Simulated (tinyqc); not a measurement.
RHF in the sto-3g basis, for LiH, spin multiplicity 1, step by step. One step of it, computed by the program tinyqc.

Problem. Iteration 1: building the Fock matrix. J_ij = sum D_kl (ij|kl), K_ij = sum D_kl (ik|jl); F = H + J - 0.5 K; E = tr D H + tr D J / 2 - 0.25 tr D K + E_nn.

D at the start:
```
            1Li 1s     1Li 2s   1Li 2px   1Li 2py    1Li 2pz      2H 1s
1Li 1s    2.047374  -0.146781  0.000000  0.000000  -0.093866  -0.111406
1Li 2s   -0.146781   0.374797  0.000000  0.000000   0.367639   0.472409
1Li 2px   0.000000   0.000000  0.000000  0.000000   0.000000   0.000000
1Li 2py   0.000000   0.000000  0.000000  0.000000   0.000000   0.000000
1Li 2pz  -0.093866   0.367639  0.000000  0.000000   0.361879   0.465240
2H 1s    -0.111406   0.472409  0.000000  0.000000   0.465240   0.598165
```

core Hamiltonian H = T + V (hartree):
```
            1Li 1s     1Li 2s    1Li 2px    1Li 2py    1Li 2pz      2H 1s
1Li 1s   -4.676912  -1.049884   0.000000   0.000000  -0.010799  -0.137576
1Li 2s   -1.049884  -1.358882   0.000000   0.000000  -0.101637  -0.496586
1Li 2px   0.000000   0.000000  -1.105251   0.000000   0.000000   0.000000
1Li 2py   0.000000   0.000000   0.000000  -1.105251   0.000000   0.000000
1Li 2pz  -0.010799  -0.101637   0.000000   0.000000  -1.184838  -0.655890
2H 1s    -0.137576  -0.496586   0.000000   0.000000  -0.655890  -1.278646
```

Two-electron integrals (ij|kl) in chemists' order, unique and non-zero (hartree):
```
(11|11) 1.680395   (21|11) 0.265420   (21|21) 0.049941   (22|11) 0.397727
(22|21) 0.092860   (22|22) 0.290562   (31|31) 0.008981   (32|31) 0.013788
(32|32) 0.064184   (33|11) 0.396640   (33|21) 0.092880   (33|22) 0.290497
(33|33) 0.312946   (41|41) 0.008981   (42|41) 0.013788   (42|42) 0.064184
(43|43) 0.016869   (44|11) 0.396640   (44|21) 0.092880   (44|22) 0.290497
(44|33) 0.279207   (44|44) 0.312946   (51|51) 0.008981   (52|51) 0.013788
(52|52) 0.064184   (53|53) 0.016869   (54|54) 0.016869   (55|11) 0.396640
(55|21) 0.092880   (55|22) 0.290497   (55|33) 0.279207   (55|44) 0.279207
(55|55) 0.312946   (61|11) 0.032487   (61|21) 0.006160   (61|22) 0.011730
(61|33) 0.011593   (61|44) 0.011593   (61|51) 0.000762   (61|52) 0.001487
(61|55) 0.012009   (61|61) 0.000836   (62|11) 0.102109   (62|21) 0.024251
(62|22) 0.083678   (62|33) 0.078994   (62|44) 0.078994   (62|51) 0.003835
(62|52) 0.025914   (62|55) 0.092969   (62|61) 0.003608   (62|62) 0.044133
(63|31) 0.001647   (63|32) 0.008371   (63|53) 0.003685   (63|63) 0.002652
(64|41) 0.001647   (64|42) 0.008371   (64|54) 0.003685   (64|64) 0.002652
(65|11) 0.134566   (65|21) 0.032214   (65|22) 0.114699   (65|33) 0.106807
(65|44) 0.106807   (65|51) 0.005908   (65|52) 0.039876   (65|55) 0.130370
(65|61) 0.004928   (65|62) 0.065436   (65|65) 0.097877   (66|11) 0.270611
(66|21) 0.065177   (66|22) 0.248574   (66|33) 0.226995   (66|44) 0.226995
(66|51) 0.010628   (66|52) 0.092353   (66|55) 0.291613   (66|61) 0.009916
(66|62) 0.168866   (66|65) 0.258401   (66|66) 0.774606
```

nuclear repulsion = 0.81245222 hartree

Give: Coulomb J; exchange K; Fock matrix F; total energy of this density.

Solution.

Coulomb J (hartree):
```
         1Li 1s  1Li 2s  1Li 2px  1Li 2py  1Li 2pz   2H 1s
1Li 1s   4.0314  0.6877   0.0000   0.0000   0.0238  0.0881
1Li 2s   0.6877  1.3329   0.0000   0.0000   0.1611  0.4881
1Li 2px  0.0000  0.0000   1.3019   0.0000   0.0000  0.0000
1Li 2py  0.0000  0.0000   0.0000   1.3019   0.0000  0.0000
1Li 2pz  0.0238  0.1611   0.0000   0.0000   1.3878  0.6908
2H 1s    0.0881  0.4881   0.0000   0.0000   0.6908  1.6606
```

exchange K (hartree):
```
         1Li 1s  1Li 2s  1Li 2px  1Li 2py  1Li 2pz   2H 1s
1Li 1s   3.3842  0.5271   0.0000   0.0000   0.0133  0.0778
1Li 2s   0.5271  0.3313   0.0000   0.0000   0.2837  0.4067
1Li 2px  0.0000  0.0000   0.0571   0.0000   0.0000  0.0000
1Li 2py  0.0000  0.0000   0.0000   0.0571   0.0000  0.0000
1Li 2pz  0.0133  0.2837   0.0000   0.0000   0.3679  0.5134
2H 1s    0.0778  0.4067   0.0000   0.0000   0.5134  0.9609
```

Fock matrix F (hartree):
```
          1Li 1s   1Li 2s  1Li 2px  1Li 2py  1Li 2pz    2H 1s
1Li 1s   -2.3376  -0.6257   0.0000   0.0000   0.0063  -0.0883
1Li 2s   -0.6257  -0.1916   0.0000   0.0000  -0.0824  -0.2119
1Li 2px   0.0000   0.0000   0.1682   0.0000   0.0000   0.0000
1Li 2py   0.0000   0.0000   0.0000   0.1682   0.0000   0.0000
1Li 2pz   0.0063  -0.0824   0.0000   0.0000   0.0191  -0.2218
2H 1s    -0.0883  -0.2119   0.0000   0.0000  -0.2218  -0.0985
```

total energy of this density = -7.820746 hartree
